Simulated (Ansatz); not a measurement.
# Relaxing LiSn₂

Level of theory: Ansatz, DFT PBE, scalar-relativistic, plane waves, PAW. Cutoff 420 eV, Γ-centred k mesh, Gaussian smearing, no spin polarisation in the final step.

The start puts LiSn₂ on the cubic Laves (C15) structure type (Fd-3m, No. 227), with Li in place of Mg, Sn in place of Cu, at a guessed volume.

```
CELL_PARAMETERS angstrom
0.00000 4.00234 4.00234
4.00234 0.00000 4.00234
4.00234 4.00234 0.00000
ATOMIC_POSITIONS crystal
Li 0.00000 0.00000 0.00000
Li 0.25000 0.25000 0.25000
Sn 0.62500 0.62500 0.62500
Sn 0.12500 0.62500 0.62500
Sn 0.62500 0.62500 0.12500
Sn 0.62500 0.12500 0.62500
```

Cell and atoms relax at zero pressure; the relaxation can't lower the symmetry of the start. After a coarse first stage the cell is made exact in the group found at 0.06 Å.

Formation energies are uncorrected and refer to the elements' standard structures at the same level.

Task: Which crystal results?

Result: It keeps Fd-3m (No. 227). The result has the cubic Laves (C15) structure. Conventional cell: a = 8.796 Å. Around Li lie 12 Sn at 3.65 Å and 4 Li at 3.81 Å; Sn is coordinated by 6 Sn at 3.11 Å and 6 Li at 3.65 Å.

Space group Fd-3m:1 (No. 227). a = 8.796 Å, b = 8.796 Å, c = 8.796 Å, α = 90.00°, β = 90.00°, γ = 90.00°
```csv
atom,site,symmetry,x,y,z
Li,8b,-43m,0.0000,0.0000,0.5000
Sn,16c,.-3m,0.1250,0.1250,0.1250
```

Task: What are its volume, energy, density and gap?

Result: The volume per atom is 28.36 Å³ and the density is 4.77 g/cm³. The energy over the elements is -0.05 eV/atom and the gap on the 8×8×8 mesh is 0 eV (a metal).

The final run used a 8×8×8 mesh on its 6-atom cell and 0.10 eV smearing. The k mesh leaves about 4 meV/atom of noise in metals. A structure relaxed within its symmetry needn't be a true minimum.

Cost: 3 runs of about 0.94 core-minutes in all, on Arm Neoverse V2 (shared hosts).